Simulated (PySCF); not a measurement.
**What builds the first ionisation energy along group 14**

All values are computed (PySCF 2.14, energy differences of UHF-based or UKS calculations, no spin-orbit coupling). Each column adds one step, in eV (sums use unrounded values): valence MP2, valence CCSD, valence triples, then the next inner shell at CCSD(T) (C 1s, Si 2s 2p, Ge 3s 3p 3d, Sn 4s 4p 4d, Pb 5s 5p 5d). References (NIST) marked * lie between the lowest fine-structure levels; the others compare directly ((s) semi-empirical, (t) theoretical).

```
                                                                         element     UHF  + MP2  + CCSD  + (T)  + inner shell     sum  reference
                     C [He] 2s2 2p2 → [He] 2s2 2p1 (x2c-TZVPPall, spin-free X2C)  10.797  0.441  -0.096  0.024          0.014  11.180     11.262
                    Si [Ne] 3s2 3p2 → [Ne] 3s2 3p1 (x2c-TZVPPall, spin-free X2C)   7.629  0.403   0.031  0.038         -0.013   8.087      8.157
          Ge [Ar] 3d10 4s2 4p2 → [Ar] 3d10 4s2 4p1 (x2c-TZVPPall, spin-free X2C)   7.414  0.344   0.029  0.027          0.053   7.867      7.925
          Sn [Kr] 4d10 5s2 5p2 → [Kr] 4d10 5s2 5p1 (x2c-TZVPPall, spin-free X2C)   6.859  0.284   0.033  0.023          0.053   7.252      7.389
Pb [Xe] 4f14 5d10 6s2 6p2 → [Xe] 4f14 5d10 6s2 6p1 (x2c-TZVPPall, spin-free X2C)   6.599  0.248   0.037  0.016          0.050   6.949    7.417 *
```

What remains against the references is mostly basis incompleteness and, for starred values, spin-orbit coupling.

These are valence bases, so the inner-shell step is incomplete.
